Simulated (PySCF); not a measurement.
Orbital picture of MgO

B97-3 at R = 1.900 Å; PySCF, spin-free X2C with a Gaussian nucleus, basis sets Mg x2c-SVPall, O x2c-SVPall. State: ³Π (triplet), unpaired electrons σ ↑, π ↑. Only the outer orbitals are listed, counted within each symmetry.

```json
{"spin": "α", "orbital": "1π", "occ.": "1", "ε (eV)": "-52.40", "on Mg (%)": "100", "main shells (%)": "100 Mg p"}
{"spin": "α", "orbital": "1π", "occ.": "1", "ε (eV)": "-52.37", "on Mg (%)": "100", "main shells (%)": "100 Mg p"}
{"spin": "α", "orbital": "4σ", "occ.": "1", "ε (eV)": "-52.30", "on Mg (%)": "100", "main shells (%)": "100 Mg p"}
{"spin": "α", "orbital": "5σ", "occ.": "1", "ε (eV)": "-24.98", "on Mg (%)": "3", "main shells (%)": "96 O s"}
{"spin": "α", "orbital": "2π", "occ.": "1", "ε (eV)": "-10.10", "on Mg (%)": "5", "main shells (%)": "95 O p"}
{"spin": "α", "orbital": "6σ", "occ.": "1", "ε (eV)": "-9.37", "on Mg (%)": "13", "main shells (%)": "85 O p, 11 Mg s"}
{"spin": "α", "orbital": "2π", "occ.": "1", "ε (eV)": "-8.29", "on Mg (%)": "8", "main shells (%)": "92 O p"}
{"spin": "α", "orbital": "7σ", "occ.": "1", "ε (eV)": "-5.59", "on Mg (%)": "94", "main shells (%)": "75 Mg s, 18 Mg p"}
{"spin": "α", "orbital": "3π", "occ.": "0", "ε (eV)": "-0.74", "on Mg (%)": "98", "main shells (%)": "94 Mg p"}
{"spin": "α", "orbital": "3π", "occ.": "0", "ε (eV)": "-0.62", "on Mg (%)": "97", "main shells (%)": "92 Mg p"}
{"spin": "α", "orbital": "8σ", "occ.": "0", "ε (eV)": "0.90", "on Mg (%)": "100", "main shells (%)": "68 Mg p, 20 Mg d, 12 Mg s"}
{"spin": "β", "orbital": "1π", "occ.": "1", "ε (eV)": "-52.32", "on Mg (%)": "100", "main shells (%)": "100 Mg p"}
{"spin": "β", "orbital": "1π", "occ.": "1", "ε (eV)": "-52.30", "on Mg (%)": "100", "main shells (%)": "100 Mg p"}
{"spin": "β", "orbital": "4σ", "occ.": "1", "ε (eV)": "-52.17", "on Mg (%)": "100", "main shells (%)": "100 Mg p"}
{"spin": "β", "orbital": "5σ", "occ.": "1", "ε (eV)": "-22.52", "on Mg (%)": "5", "main shells (%)": "94 O s"}
{"spin": "β", "orbital": "6σ", "occ.": "1", "ε (eV)": "-8.00", "on Mg (%)": "19", "main shells (%)": "79 O p, 17 Mg s"}
{"spin": "β", "orbital": "2π", "occ.": "1", "ε (eV)": "-7.40", "on Mg (%)": "10", "main shells (%)": "90 O p"}
{"spin": "β", "orbital": "7σ", "occ.": "0", "ε (eV)": "-3.60", "on Mg (%)": "90", "main shells (%)": "70 Mg s, 20 Mg p, 10 O p"}
{"spin": "β", "orbital": "2π", "occ.": "0", "ε (eV)": "-3.14", "on Mg (%)": "27", "main shells (%)": "73 O p, 21 Mg p"}
{"spin": "β", "orbital": "3π", "occ.": "0", "ε (eV)": "-0.58", "on Mg (%)": "97", "main shells (%)": "90 Mg p"}
```

Problem. Which are the highest filled and the lowest empty level, where do they sit, and how wide is the gap?

Solution. Highest filled α 7σ at -5.59 eV (in %: 75 Mg s, 18 Mg p); lowest empty β 7σ at -3.60 eV (in %: 70 Mg s, 20 Mg p, 10 O p); the gap at B97-3 is 1.99 eV.

* bond order (Mayer): 0.96
* ⟨S²⟩: 2.005
* charge on Mg (Mulliken, basis-dependent): 0.44
* charge on Mg (Löwdin, basis-dependent): 0.20
* dipole moment (positive dipole means Mg(−)O(+)): -2.84 D

The state is the lowest determinant that a PBE0 search found; another state may lie lower at other levels.
